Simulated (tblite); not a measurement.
Write Cartesian coordinates for InChI=1S/C5H9Cl/c1-3-5(2)4-6/h3H,4H2,1-2H3/b5-3- as optimised with GFN2-xTB.

```xyz
15
C5H9Cl angstrom
C      2.048   -0.483    0.050
C      0.605   -0.860    0.021
C     -0.448   -0.055   -0.080
C     -1.854   -0.577   -0.048
C     -0.350    1.432   -0.191
Cl    -0.491    2.180    1.445
H      2.198    0.589    0.129
H      2.528   -0.959    0.905
H      2.548   -0.844   -0.849
H      0.425   -1.926    0.091
H     -2.355   -0.374   -0.994
H     -1.871   -1.648    0.132
H     -2.414   -0.080    0.742
H      0.599    1.771   -0.600
H     -1.173    1.841   -0.775
```

Any rigid rotation of these coordinates is as good. Atoms count from 1 in this order. Of the pairs four or more bonds apart, H7···H14 is among the closest relative to their van der Waals radii: 2.12 Å, 88 % of the sum of Bondi's values. The C–C distances run from 1.329 Å (C2=C3, drawn double) to 1.500 Å (C3–C4, drawn single), a spread of 0.171 Å.

Bonds between heavy atoms (Å): C1–C2 1.492, C2=C3 1.329, C3–C4 1.500, C3–C5 1.495, C5–Cl6 1.804.

Structure optimised with GFN2-xTB, isolated species.

Point group: C1 (no symmetry element, even within 0.4 Å). Its GFN2-xTB frequencies are all real (lowest 30 cm⁻¹). One conformer, not necessarily the lowest (C2–C3–C5–Cl6 -94°).

The numbers are calculated, not measured.
